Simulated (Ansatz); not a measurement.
# CH2SSi (SMILES [SiH]#CS): single points off equilibrium

One table from this session's results is given with a row withheld; the runs are named, their logs left out.

Program: Ansatz 0.2.0, Gaussian basis. Level of theory: single points in def2-TZVPP. These are calculated values, not measurements.

Correlated methods freeze the cores.

## The system as given

5 atoms, charge 0, spin multiplicity 1.

Atoms are counted from 1 here; the program's logs count them from 0.

Bond lengths: Si1–C2 1.911 Å, Si1–H4 1.287 Å, C2–S3 1.458 Å, S3–H5 1.441 Å. Angles: C2–Si1–H4 158.1°, Si1–C2–S3 115.5°, C2–S3–H5 90.9°.

Geometry (Å):

```xyz
5
charge 0, multiplicity 1
Si   -1.2467    0.0316   -0.6591
C     0.2269    0.4709    0.4762
S     1.4000   -0.3849    0.3404
H    -2.3617   -0.5040   -1.0155
H     2.2231    0.6004    0.9941
```

Set-up of the first run:

The input, run/in.yaml:

```yaml
crystal:
  periodic: [false, false, false]
  atoms:
    - {symbol: Si, position_ang: [-1.246700, 0.031600, -0.659100]}
    - {symbol: C, position_ang: [0.226900, 0.470900, 0.476200]}
    - {symbol: S, position_ang: [1.400000, -0.384900, 0.340400]}
    - {symbol: H, position_ang: [-2.361700, -0.504000, -1.015500]}
    - {symbol: H, position_ang: [2.223100, 0.600400, 0.994100]}
basis:
  gaussian: {orbitals: def2-TZVPP}
correlation: {method: ccsd_t}
output: {forces: true}
```

The command line of these runs was not kept.

Steps of the session up to this table: CCSD(T)/def2-TZVPP; PBE0-D4/def2-TZVPP; wB97M-V/def2-TZVPP; r2SCAN-D4/def2-TZVPP; PBE-D4/def2-TZVPP; HSE06-D4/def2-TZVPP; wB97X-V/def2-TZVPP.

One of the session's tables, all rows but one given; the rest of the session is left out.

```
   method  RMS force component (eV/Å)  angle to CCSD(T) forces (°)  dipole (D)
  CCSD(T)                       5.653                    reference        1.24
  PBE0-D4                       5.394                          3.0        1.41
  wB97M-V                       5.286                          3.3        1.55
r2SCAN-D4                       5.430                          2.4        1.31
   PBE-D4                       5.450                          2.3        1.25
 HSE06-D4                           ?                            ?           ?
  wB97X-V                       5.361                          3.5        1.60
```

Estimate the missing values for HSE06-D4.

**Answer.** RMS force component (eV/Å): 5.397; angle to CCSD(T) forces (°): 3.0; dipole (D): 1.40. In the column «RMS force component (eV/Å)» it lies between PBE0-D4 (5.394) and r2SCAN-D4 (5.430).
